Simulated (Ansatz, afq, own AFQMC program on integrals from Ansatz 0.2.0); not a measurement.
Integrals from Ansatz 0.2.0, then the random walk in our own AFQMC program (afq).

```yaml
crystal:
  periodic: [false, false, false]
  atoms:
    - {symbol: Si, position_ang: [0.000000, 0.030957, 0.632254]}
    - {symbol: O, position_ang: [0.000000, -0.098798, -1.012863]}
    - {symbol: H, position_ang: [0.000000, 0.705682, -1.539731]}
basis:
  gaussian: {orbitals: cc-pVTZ}
magnetization: {spin_polarized: true, initial_magnetization: 1}
correlation: {method: ccsd_t, electrons: outside_noble_gas, hamiltonian_folder: ham}
```

```sh
$ ansatz run in.yaml --threads 1 --pin off --events-out ev --progress --plain --max-ram 16896MiB --backend cuda --devices 0, --max-vram 18GiB
```

afq runs on the folder ham with

```
--method free --trial cisd --walkers 1200 --time-step 0.03 --max-blocks 4000 --target-error 0.0004 --factor-cut 1e-05 --seed 3343 --times 0,0.21,0.42,0.81,1.2,1.8,2.4,3 --taylor-order 8
```

Times are imaginary, in 1/Eh. The walk had a cap of 119 s.

afq prints:

```
orbitals 72  electrons 6 5  factors 458 of 467
reference energy -364.40239926 Eh
CCSD correlation -0.33651410 Eh in 12 cycles, weight of the determinant in the CISD state 0.8790
repeat  energy at the last time / Eh  error
    10  -364.752230  0.000832
    20  -364.752943  0.000554
    30  -364.752756  0.000484
    40  -364.752829  0.000391
time / (1/Eh)  energy / Eh  error  mean overlap
  0.00  -364.738739  0.000087  1.1375
  0.21  -364.747163  0.000121  1.1365
  0.42  -364.749624  0.000127  1.1343
  0.81  -364.751323  0.000176  1.1344
  1.20  -364.752001  0.000172  1.1309
  1.80  -364.752744  0.000217  1.1302
  2.40  -364.752333  0.000288  1.1544
  3.00  -364.752820  0.000381  1.1389
energy -364.752820 +/- 0.000381 Eh
```

The run passed its tests (error under three times the target), which doesn't prove that it has relaxed, ending at its cap on processor time.

Against this walk (error 10.4 meV) on the same determinant: CCSD(T) 27.6 meV higher, CCSDT(Q) 7.3 meV lower (within the noise). The error is statistical, and a free projection of finite length keeps a remainder of its start.

Cautions: remainder of the start not in the error.

The walk took 120 s on 1 × NVIDIA H100 80GB HBM3 with 2 threads of AMD EPYC 7R13 Processor (Zen 3) (shared host) (the card was shared). The log's last line is the free-projection energy.

CCSDT and higher add their correlation energy to the determinant of the CCSD(T) run, since their own runs factorise the integrals more tightly (a shift of under 2 meV). A walk keeps the symmetry of its determinant, which the program's search chose and which needn't be the lowest solution, so a lower state of the same spin and another symmetry isn't excluded.
